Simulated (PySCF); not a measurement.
# C₂H₅B: spin-spin couplings at several levels of theory, part 2 of 2

PySCF 2.14.0. Atoms count from 0. The steps go on from the part before.

## (7) J couplings: CAM-B3LYP/pcJ-1

The job: settings as JSON, then the geometry in Å.

```
{"job": {"kind": "j", "xc": "CAM-B3LYP", "basis": "pcJ-1"}, "charge": 0, "multiplicity": 1}
B      1.239421     0.026824    -0.138870
C     -0.186073    -0.546888    -0.015551
C     -1.262353     0.259040    -0.092256
H      2.222176    -0.672322    -0.044090
H      1.377903     1.214444    -0.334274
H     -0.361038    -1.617902     0.146455
H     -1.144581     1.336674    -0.253296
H     -2.291024    -0.109310     0.001005
```

Method: CAM-B3LYP/pcJ-1 indirect spin-spin coupling, non-relativistic, gas phase.

What it wrote:

```text
coarse grid: 6360 points
cycle   1  E = -103.9187402440  dE =  4.554e-02  |g| = 2.329e-01  |ddm| = 2.065e+00
cycle   2  E = -103.9249047454  dE = -6.165e-03  |g| = 1.969e-01  |ddm| = 3.294e-01
cycle   3  E = -103.9341621751  dE = -9.257e-03  |g| = 4.294e-02  |ddm| = 1.557e-01
cycle   4  E = -103.9345521029  dE = -3.899e-04  |g| = 1.950e-02  |ddm| = 3.699e-02
cycle   5  E = -103.9346448034  dE = -9.270e-05  |g| = 1.749e-03  |ddm| = 1.408e-02
cycle   6  E = -103.9346460383  dE = -1.235e-06  |g| = 6.713e-04  |ddm| = 2.437e-03
final grid: 60488 points
cycle   7  E = -103.9584511631  dE = -4.696e-05  |g| = 2.982e-03  |ddm| = 7.632e-03
cycle   8  E = -103.9584517133  dE = -5.502e-07  |g| = 2.386e-03  |ddm| = 3.385e-03
cycle   9  E = -103.9584531343  dE = -1.421e-06  |g| = 2.430e-04  |ddm| = 1.678e-03
cycle  10  E = -103.9584531453  dE = -1.104e-08  |g| = 1.539e-04  |ddm| = 2.300e-04
cycle  11  E = -103.9584531510  dE = -5.704e-09  |g| = 1.774e-05  |ddm| = 1.010e-04
cycle  12  E = -103.9584531512  dE = -1.945e-10  |g| = 3.452e-06  |ddm| = 3.143e-05
converged SCF energy = -103.9584531512

Indirect spin-spin couplings (Hz)
  i      j    bonds     total        FC       PSO       DSO        SD
  0 B    1 C    1     64.453    66.177    -1.940     0.131     0.085
  0 B    2 C    2      3.553     1.773     0.731    -0.093     1.142
  0 B    3 H    1    132.423   133.176    -1.495     0.279     0.463
  0 B    4 H    1    132.917   133.743    -1.574     0.325     0.423
  0 B    5 H    2      3.959     4.499     0.095    -0.602    -0.033
  0 B    6 H    3      8.304     8.292     0.105    -0.102     0.008
  0 B    7 H    3     11.408    11.561     0.596    -0.683    -0.066
  1 C    2 C    1     64.047    70.680   -10.762     0.094     4.035
  1 C    3 H    2      5.195     5.505    -0.179    -0.206     0.076
  1 C    4 H    2      4.803     5.322    -0.301    -0.207    -0.011
  1 C    5 H    1    148.912   147.884     0.272     0.582     0.173
  1 C    6 H    2      1.354     3.377    -1.429    -0.577    -0.018
  1 C    7 H    2     -2.508    -0.684    -1.218    -0.619     0.013
  2 C    3 H    3      9.600     9.757     0.384    -0.418    -0.123
  2 C    4 H    3      7.344     7.335     0.063    -0.080     0.026
  2 C    5 H    2     -2.571    -0.556    -1.482    -0.569     0.036
  2 C    6 H    1    166.837   166.284    -0.287     0.436     0.404
  2 C    7 H    1    161.165   160.562    -0.229     0.409     0.423
  3 H    4 H    2      5.372     5.431     1.817    -2.030     0.155
  3 H    5 H    3      4.668     4.637     0.523    -0.616     0.125
  3 H    6 H    4      0.464     0.694     1.165    -1.296    -0.100
  3 H    7 H    4      2.918     3.063     1.363    -1.520     0.012
  4 H    5 H    3      9.599     9.911     2.088    -2.322    -0.078
  4 H    6 H    4      0.166     0.056    -0.947     0.950     0.107
  4 H    7 H    4      0.312     0.475     1.469    -1.598    -0.035
  5 H    6 H    3     20.295    20.582     2.763    -3.359     0.309
  5 H    7 H    3     13.244    13.668     0.326    -0.822     0.072
  6 H    7 H    2      4.619     4.193     3.638    -3.557     0.345
```

Run time: 9.2 s. Hardware: 1 thread of Arm Neoverse V1, shared host; peak memory 0.48 GiB.

This run: J(C2,H6) 166.8 Hz, J(C2,H7) 161.2 Hz, J(C1,H5) 148.9 Hz (means over like pairs).

## (8) Indirect couplings: BHandHLYP/pcJ-1

Same as in step 7 but for these lines:

```diff
@@ -1,2 +1,2 @@
-{"job": {"kind": "j", "xc": "CAM-B3LYP", "basis": "pcJ-1"}, "charge": 0, "multiplicity": 1}
+{"job": {"kind": "j", "xc": "BHandHLYP", "basis": "pcJ-1"}, "charge": 0, "multiplicity": 1}
 B      1.239421     0.026824    -0.138870
```

With the program's defaults for keys left out, this is: BHandHLYP/pcJ-1 indirect spin-spin coupling, non-relativistic, gas phase.

What it wrote:

```text
coarse grid: 6360 points
cycle   1  E = -103.9290836279  dE =  5.294e-02  |g| = 2.295e-01  |ddm| = 2.050e+00
cycle   2  E = -103.9384979540  dE = -9.414e-03  |g| = 1.704e-01  |ddm| = 3.311e-01
cycle   3  E = -103.9454246918  dE = -6.927e-03  |g| = 5.049e-02  |ddm| = 1.532e-01
cycle   4  E = -103.9460280377  dE = -6.033e-04  |g| = 1.741e-02  |ddm| = 4.120e-02
cycle   5  E = -103.9461034766  dE = -7.544e-05  |g| = 1.557e-03  |ddm| = 1.285e-02
cycle   6  E = -103.9461043744  dE = -8.978e-07  |g| = 5.417e-04  |ddm| = 1.826e-03
final grid: 60488 points
cycle   7  E = -103.9616577624  dE = -2.333e-05  |g| = 2.101e-03  |ddm| = 6.522e-03
cycle   8  E = -103.9616581581  dE = -3.957e-07  |g| = 1.813e-03  |ddm| = 2.733e-03
cycle   9  E = -103.9616590055  dE = -8.474e-07  |g| = 1.187e-04  |ddm| = 1.253e-03
cycle  10  E = -103.9616590071  dE = -1.574e-09  |g| = 1.174e-04  |ddm| = 1.673e-04
cycle  11  E = -103.9616590106  dE = -3.492e-09  |g| = 1.025e-05  |ddm| = 8.176e-05
cycle  12  E = -103.9616590106  dE = -6.037e-11  |g| = 2.357e-06  |ddm| = 1.698e-05
converged SCF energy = -103.9616590106

Indirect spin-spin couplings (Hz)
  i      j    bonds     total        FC       PSO       DSO        SD
  0 B    1 C    1     72.796    74.571    -1.874     0.130    -0.032
  0 B    2 C    2      1.569    -0.144     0.604    -0.093     1.202
  0 B    3 H    1    142.080   142.757    -1.361     0.272     0.412
  0 B    4 H    1    142.510   143.262    -1.439     0.318     0.369
  0 B    5 H    2      2.734     3.250     0.125    -0.604    -0.036
  0 B    6 H    3      8.623     8.626     0.087    -0.103     0.012
  0 B    7 H    3     12.195    12.345     0.588    -0.683    -0.056
  1 C    2 C    1     77.808    82.946   -10.544     0.093     5.313
  1 C    3 H    2      5.240     5.535    -0.176    -0.207     0.088
  1 C    4 H    2      4.771     5.287    -0.299    -0.208    -0.010
  1 C    5 H    1    162.966   162.065     0.265     0.574     0.063
  1 C    6 H    2     -2.041    -0.059    -1.413    -0.578     0.009
  1 C    7 H    2     -5.986    -4.195    -1.198    -0.621     0.028
  2 C    3 H    3      9.495     9.665     0.381    -0.418    -0.132
  2 C    4 H    3      6.840     6.861     0.035    -0.081     0.025
  2 C    5 H    2     -6.881    -4.921    -1.469    -0.571     0.080
  2 C    6 H    1    182.858   182.418    -0.283     0.423     0.300
  2 C    7 H    1    177.378   176.878    -0.226     0.397     0.329
  3 H    4 H    2      5.204     5.257     1.829    -2.039     0.156
  3 H    5 H    3      4.633     4.584     0.526    -0.621     0.144
  3 H    6 H    4      0.526     0.779     1.165    -1.298    -0.120
  3 H    7 H    4      3.240     3.376     1.364    -1.522     0.022
  4 H    5 H    3     10.063    10.402     2.092    -2.326    -0.105
  4 H    6 H    4      0.258     0.125    -0.950     0.950     0.133
  4 H    7 H    4      0.415     0.587     1.465    -1.600    -0.038
  5 H    6 H    3     22.886    23.062     2.763    -3.365     0.426
  5 H    7 H    3     14.911    15.339     0.329    -0.829     0.072
  6 H    7 H    2      2.300     1.806     3.661    -3.576     0.408
```

Run time: 7.5 s. Hardware: 1 thread of Arm Neoverse V1, shared host; peak memory 0.48 GiB.

Key values: J(C2,H6) 182.9 Hz, J(C2,H7) 177.4 Hz, J(C1,H5) 163.0 Hz (means over like pairs).

## (9) J couplings: B3LYP/pcJ-0

Same as in step 8 but for these lines:

```diff
@@ -1,2 +1,2 @@
-{"job": {"kind": "j", "xc": "BHandHLYP", "basis": "pcJ-1"}, "charge": 0, "multiplicity": 1}
+{"job": {"kind": "j", "xc": "B3LYP", "basis": "pcJ-0"}, "charge": 0, "multiplicity": 1}
 B      1.239421     0.026824    -0.138870
```

Level: B3LYP/pcJ-0 indirect spin-spin coupling, non-relativistic, gas phase.

What it wrote:

```text
coarse grid: 6360 points
cycle   1  E = -103.8565447489  dE = -1.136e-01  |g| = 2.834e-01  |ddm| = 2.535e+00
cycle   2  E = -103.8478957327  dE =  8.649e-03  |g| = 3.302e-01  |ddm| = 6.839e-01
cycle   3  E = -103.8776551385  dE = -2.976e-02  |g| = 8.507e-02  |ddm| = 3.860e-01
cycle   4  E = -103.8794809726  dE = -1.826e-03  |g| = 2.508e-02  |ddm| = 9.263e-02
cycle   5  E = -103.8796573031  dE = -1.763e-04  |g| = 4.000e-03  |ddm| = 2.769e-02
cycle   6  E = -103.8796634234  dE = -6.120e-06  |g| = 5.404e-04  |ddm| = 6.164e-03
final grid: 60488 points
cycle   7  E = -103.8726813812  dE = -2.430e-05  |g| = 3.607e-03  |ddm| = 8.057e-03
cycle   8  E = -103.8726808319  dE =  5.493e-07  |g| = 3.142e-03  |ddm| = 5.939e-03
cycle   9  E = -103.8726834435  dE = -2.612e-06  |g| = 6.827e-04  |ddm| = 3.862e-03
cycle  10  E = -103.8726835327  dE = -8.923e-08  |g| = 4.415e-04  |ddm| = 9.258e-04
cycle  11  E = -103.8726835869  dE = -5.422e-08  |g| = 1.334e-05  |ddm| = 3.850e-04
cycle  12  E = -103.8726835870  dE = -5.736e-11  |g| = 3.504e-06  |ddm| = 2.323e-05
converged SCF energy = -103.8726835870

Indirect spin-spin couplings (Hz)
  i      j    bonds     total        FC       PSO       DSO        SD
  0 B    1 C    1     50.734    52.688    -2.144     0.138     0.051
  0 B    2 C    2      0.877    -0.699     0.691    -0.088     0.973
  0 B    3 H    1    123.111   124.069    -1.606     0.373     0.275
  0 B    4 H    1    122.598   123.611    -1.669     0.420     0.237
  0 B    5 H    2      1.592     2.336    -0.162    -0.568    -0.014
  0 B    6 H    3      6.070     6.110     0.061    -0.093    -0.008
  0 B    7 H    3     10.061    10.444     0.341    -0.664    -0.060
  1 C    2 C    1     45.054    52.549   -10.701     0.112     3.093
  1 C    3 H    2      2.802     3.178    -0.259    -0.192     0.075
  1 C    4 H    2      2.334     2.930    -0.395    -0.191    -0.011
  1 C    5 H    1    132.154   131.291     0.214     0.691    -0.042
  1 C    6 H    2     -1.056     1.299    -1.685    -0.539    -0.131
  1 C    7 H    2     -4.285    -2.107    -1.488    -0.579    -0.110
  2 C    3 H    3      8.944     9.267     0.204    -0.406    -0.121
  2 C    4 H    3      6.359     6.408     0.020    -0.072     0.004
  2 C    5 H    2     -3.992    -1.653    -1.738    -0.530    -0.071
  2 C    6 H    1    147.483   147.141    -0.384     0.552     0.174
  2 C    7 H    1    141.971   141.554    -0.302     0.524     0.195
  3 H    4 H    2      2.709     3.349     0.988    -1.870     0.241
  3 H    5 H    3      4.143     4.349     0.226    -0.557     0.126
  3 H    7 H    4      2.095     2.721     0.846    -1.478     0.007
  4 H    5 H    3      9.035    10.063     1.285    -2.243    -0.070
  4 H    6 H    4      0.317    -0.010    -0.705     0.936     0.097
  4 H    7 H    4     -0.321     0.371     0.902    -1.549    -0.045
  5 H    6 H    3     18.715    20.169     1.503    -3.246     0.289
  5 H    7 H    3     11.521    12.340    -0.171    -0.745     0.097
  6 H    7 H    2      3.785     4.474     2.106    -3.292     0.498
```

It took 2.7 s on 1 thread of Arm Neoverse V1, shared host; peak memory 0.48 GiB.

Key values: J(C2,H6) 147.5 Hz, J(C2,H7) 142.0 Hz, J(C1,H5) 132.2 Hz (means over like pairs).

## (10) Spin-spin couplings: B3LYP/pcJ-2

Same as in step 9 but for these lines:

```diff
@@ -1,2 +1,2 @@
-{"job": {"kind": "j", "xc": "B3LYP", "basis": "pcJ-0"}, "charge": 0, "multiplicity": 1}
+{"job": {"kind": "j", "xc": "B3LYP", "basis": "pcJ-2"}, "charge": 0, "multiplicity": 1}
 B      1.239421     0.026824    -0.138870
```

Method: B3LYP/pcJ-2 indirect spin-spin coupling, non-relativistic, gas phase.

What it wrote:

```text
coarse grid: 6360 points
cycle   1  E = -104.0450798801  dE = -4.137e-03  |g| = 3.208e-01  |ddm| = 1.668e+00
cycle   2  E = -104.0312064473  dE =  1.387e-02  |g| = 3.893e-01  |ddm| = 4.447e-01
cycle   3  E = -104.0722207204  dE = -4.101e-02  |g| = 7.828e-02  |ddm| = 2.662e-01
cycle   4  E = -104.0734293131  dE = -1.209e-03  |g| = 3.780e-02  |ddm| = 5.330e-02
cycle   5  E = -104.0737978559  dE = -3.685e-04  |g| = 6.205e-03  |ddm| = 2.251e-02
cycle   6  E = -104.0738109750  dE = -1.312e-05  |g| = 1.114e-03  |ddm| = 5.282e-03
cycle   7  E = -104.0738113189  dE = -3.439e-07  |g| = 1.201e-04  |ddm| = 7.334e-04
final grid: 60488 points
cycle   8  E = -104.0775452825  dE = -9.388e-05  |g| = 4.801e-03  |ddm| = 3.624e-02
cycle   9  E = -104.0775427526  dE =  2.530e-06  |g| = 5.413e-03  |ddm| = 4.948e-03
cycle  10  E = -104.0775504573  dE = -7.705e-06  |g| = 5.023e-04  |ddm| = 3.156e-03
cycle  11  E = -104.0775504782  dE = -2.091e-08  |g| = 4.273e-04  |ddm| = 4.973e-04
cycle  12  E = -104.0775505292  dE = -5.107e-08  |g| = 8.692e-05  |ddm| = 2.593e-04
cycle  13  E = -104.0775505310  dE = -1.781e-09  |g| = 1.056e-05  |ddm| = 4.569e-05
cycle  14  E = -104.0775505311  dE = -3.195e-11  |g| = 1.814e-06  |ddm| = 8.237e-06
converged SCF energy = -104.0775505311

Indirect spin-spin couplings (Hz)
  i      j    bonds     total        FC       PSO       DSO        SD
  0 B    1 C    1     63.650    65.333    -1.982     0.130     0.169
  0 B    2 C    2      4.068     2.277     0.740    -0.093     1.144
  0 B    3 H    1    135.725   136.243    -1.417     0.268     0.631
  0 B    4 H    1    136.468   137.087    -1.513     0.316     0.578
  0 B    5 H    2      4.482     5.003     0.114    -0.605    -0.030
  0 B    6 H    3      8.053     8.000     0.138    -0.102     0.017
  0 B    7 H    3     11.626    11.755     0.640    -0.684    -0.084
  1 C    2 C    1     59.195    66.231   -10.460     0.090     3.335
  1 C    3 H    2      5.501     5.814    -0.172    -0.208     0.067
  1 C    4 H    2      5.253     5.761    -0.289    -0.208    -0.011
  1 C    5 H    1    150.867   149.702     0.415     0.558     0.192
  1 C    6 H    2      2.258     4.115    -1.341    -0.581     0.065
  1 C    7 H    2     -1.998    -0.349    -1.135    -0.624     0.111
  2 C    3 H    3     10.349    10.464     0.420    -0.419    -0.116
  2 C    4 H    3      7.679     7.612     0.093    -0.081     0.055
  2 C    5 H    2     -1.622     0.236    -1.377    -0.573     0.092
  2 C    6 H    1    169.570   168.879    -0.143     0.415     0.418
  2 C    7 H    1    162.846   162.058    -0.041     0.388     0.442
  3 H    4 H    2      6.094     5.891     1.938    -2.040     0.305
  3 H    5 H    3      4.789     4.699     0.593    -0.619     0.117
  3 H    6 H    4      0.492     0.617     1.266    -1.299    -0.092
  3 H    7 H    4      3.425     3.474     1.468    -1.523     0.006
  4 H    5 H    3      9.856    10.076     2.168    -2.329    -0.059
  4 H    7 H    4      0.456     0.522     1.575    -1.602    -0.039
  5 H    6 H    3     20.833    21.027     2.941    -3.369     0.235
  5 H    7 H    3     13.440    13.684     0.524    -0.829     0.061
  6 H    7 H    2      6.661     5.898     3.852    -3.586     0.498
```

Run time: 21 s. Hardware: 1 thread of Arm Neoverse V1, shared host; peak memory 0.87 GiB.

This run: J(C2,H6) 169.6 Hz, J(C2,H7) 162.8 Hz, J(C1,H5) 150.9 Hz (means over like pairs).

## (11) Indirect couplings: B3LYP/aug-cc-pVTZ-J

Same as in step 10 but for these lines:

```diff
@@ -1,2 +1,2 @@
-{"job": {"kind": "j", "xc": "B3LYP", "basis": "pcJ-2"}, "charge": 0, "multiplicity": 1}
+{"job": {"kind": "j", "xc": "B3LYP", "basis": "aug-cc-pVTZ-J"}, "charge": 0, "multiplicity": 1}
 B      1.239421     0.026824    -0.138870
```

Level: B3LYP/aug-cc-pVTZ-J indirect spin-spin coupling, non-relativistic, gas phase.

What it wrote:

```text
coarse grid: 6360 points
cycle   1  E = -104.0455873279  dE = -3.410e-03  |g| = 3.178e-01  |ddm| = 4.019e+00
cycle   2  E = -104.0317711336  dE =  1.382e-02  |g| = 3.869e-01  |ddm| = 8.553e-01
cycle   3  E = -104.0724010573  dE = -4.063e-02  |g| = 7.764e-02  |ddm| = 4.294e-01
cycle   4  E = -104.0735874911  dE = -1.186e-03  |g| = 3.779e-02  |ddm| = 9.706e-02
cycle   5  E = -104.0739569208  dE = -3.694e-04  |g| = 6.056e-03  |ddm| = 4.393e-02
cycle   6  E = -104.0739694612  dE = -1.254e-05  |g| = 1.146e-03  |ddm| = 1.530e-02
cycle   7  E = -104.0739698289  dE = -3.678e-07  |g| = 1.288e-04  |ddm| = 2.721e-03
final grid: 60488 points
cycle   8  E = -104.0743098548  dE = -1.154e-04  |g| = 4.687e-03  |ddm| = 2.225e-01
cycle   9  E = -104.0743076073  dE =  2.247e-06  |g| = 5.080e-03  |ddm| = 1.180e-02
cycle  10  E = -104.0743143839  dE = -6.777e-06  |g| = 5.680e-04  |ddm| = 5.508e-03
cycle  11  E = -104.0743144208  dE = -3.685e-08  |g| = 4.405e-04  |ddm| = 1.263e-03
cycle  12  E = -104.0743144752  dE = -5.442e-08  |g| = 8.044e-05  |ddm| = 5.298e-04
cycle  13  E = -104.0743144767  dE = -1.513e-09  |g| = 1.016e-05  |ddm| = 1.209e-04
cycle  14  E = -104.0743144767  dE = -2.922e-11  |g| = 1.958e-06  |ddm| = 2.549e-05
converged SCF energy = -104.0743144767

Indirect spin-spin couplings (Hz)
  i      j    bonds     total        FC       PSO       DSO        SD
  0 B    1 C    1     64.636    66.278    -1.917     0.130     0.146
  0 B    2 C    2      3.971     2.356     0.703    -0.093     1.005
  0 B    3 H    1    137.034   137.662    -1.406     0.275     0.503
  0 B    4 H    1    137.975   138.698    -1.499     0.323     0.453
  0 B    5 H    2      4.609     5.141     0.094    -0.602    -0.024
  0 B    6 H    3      8.172     8.122     0.137    -0.101     0.015
  0 B    7 H    3     11.806    11.940     0.623    -0.682    -0.074
  1 C    2 C    1     60.266    67.270   -10.029     0.090     2.935
  1 C    3 H    2      5.636     5.956    -0.176    -0.207     0.064
  1 C    4 H    2      5.366     5.876    -0.293    -0.207    -0.009
  1 C    5 H    1    152.479   151.450     0.347     0.571     0.110
  1 C    6 H    2      2.408     4.245    -1.324    -0.578     0.064
  1 C    7 H    2     -1.921    -0.284    -1.126    -0.621     0.109
  2 C    3 H    3     10.525    10.644     0.408    -0.418    -0.109
  2 C    4 H    3      7.765     7.701     0.091    -0.080     0.053
  2 C    5 H    2     -1.515     0.322    -1.355    -0.572     0.089
  2 C    6 H    1    171.518   170.974    -0.196     0.427     0.313
  2 C    7 H    1    164.595   163.956    -0.096     0.400     0.335
  3 H    4 H    2      6.121     6.041     1.830    -2.027     0.277
  3 H    5 H    3      4.760     4.685     0.572    -0.614     0.116
  3 H    6 H    4      0.474     0.622     1.238    -1.296    -0.091
  3 H    7 H    4      3.445     3.522     1.436    -1.520     0.006
  4 H    5 H    3      9.867    10.157     2.091    -2.322    -0.059
  4 H    7 H    4      0.430     0.526     1.540    -1.598    -0.038
  5 H    6 H    3     20.868    21.140     2.849    -3.360     0.239
  5 H    7 H    3     13.497    13.740     0.524    -0.821     0.055
  6 H    7 H    2      6.642     6.047     3.677    -3.563     0.481
```

It took 17 s on 1 thread of Arm Neoverse V1, shared host; peak memory 0.76 GiB.

Key values: J(C2,H6) 171.5 Hz, J(C2,H7) 164.6 Hz, J(C1,H5) 152.5 Hz (means over like pairs).

## (12) Run by run: spin-spin couplings

Couplings (Hz), each a mean over the pairs like the one named, with basis size and wall time:

| run | C2–H6 | C2–H7 | C1–H5 | B0–H3 | B0–C1 | C1–C2 | H5–H6 | functions | time |
| --- | --- | --- | --- | --- | --- | --- | --- | --- | --- |
| LDA/pcJ-1 | 131.2 | 125.5 | 117.6 | 103.9 | 47.2 | 43.8 | 15.0 | 131 | 5 s |
| PBE/pcJ-1 | 155.2 | 148.5 | 138.7 | 126.2 | 58.4 | 55.9 | 19.1 | 131 | 7.4 s |
| KT2/pcJ-1 | 165.1 | 157.5 | 146.2 | 130.8 | 47.6 | 44.8 | 25.5 | 131 | 7.6 s |
| PBE0/pcJ-1 | 160.4 | 154.8 | 143.6 | 127.9 | 62.3 | 62.5 | 20.1 | 131 | 7.1 s |
| B97-2/pcJ-1 | 154.8 | 149.3 | 137.6 | 131.3 | 65.6 | 61.3 | 18.0 | 131 | 6.7 s |
| CAM-B3LYP/pcJ-1 | 166.8 | 161.2 | 148.9 | 132.7 | 64.5 | 64.0 | 20.3 | 131 | 9.2 s |
| BHandHLYP/pcJ-1 | 182.9 | 177.4 | 163.0 | 142.3 | 72.8 | 77.8 | 22.9 | 131 | 7.5 s |
| B3LYP/pcJ-0 | 147.5 | 142.0 | 132.2 | 122.9 | 50.7 | 45.1 | 18.7 | 54 | 2.7 s |
| B3LYP/pcJ-2 | 169.6 | 162.8 | 150.9 | 136.1 | 63.6 | 59.2 | 20.8 | 273 | 21 s |
| B3LYP/aug-cc-pVTZ-J | 171.5 | 164.6 | 152.5 | 137.5 | 64.6 | 60.3 | 20.9 | 238 | 17 s |

## (13) Results

This closing draws on all 2 parts.

| quantity | value |
| --- | --- |
| largest coupling of the table (LDA/pcJ-1) | 1J(C,H) C2–H6, 131.2 Hz |
| range of J(C2,H6), mean over like pairs | 131.2 to 182.9 Hz |

What this shows: Single values in the summary come from the first sound run of each kind (LDA/pcJ-1), which need not be the best level. In the run at LDA/pcJ-1, the largest coupling of the table is C2–H6, 131.2 Hz, of which the Fermi-contact term gives 130.5 Hz. The coupling C2–H6, as a mean over pairs of its kind, runs from 131.2 Hz (LDA/pcJ-1) to 182.9 Hz (BHandHLYP/pcJ-1).
